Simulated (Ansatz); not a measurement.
1T (CdI2-type) TiS2 was calculated with PBE (PAW; Ansatz, a program for electronic structure).

Rigid layers of the crystal as relaxed at this level are moved apart or together:

```csv
run,k mesh,layer repeat (Å),energy against free layers (meV/Å²),gap on the mesh (eV)
1,12×12×6,5.4,8.93,0.000
2,12×12×6,5.55,4.96,0.000
3,12×12×6,5.7,2.52,0.000
4,12×12×6,5.9,0.58,0.000
5,12×12×6,6.2,-0.59,0.000
6,12×12×6,6.7,-0.87,0.000
7,12×12×6,7.7,-0.41,0.000
8,12×12×4,9.7,-0.02,0.000
```

The lowest energy of these points lies at a layer repeat of 6.70 Å.

Note: the cell comes from a level without a dispersion term, which matters for the spacing of layers, chains or molecules.
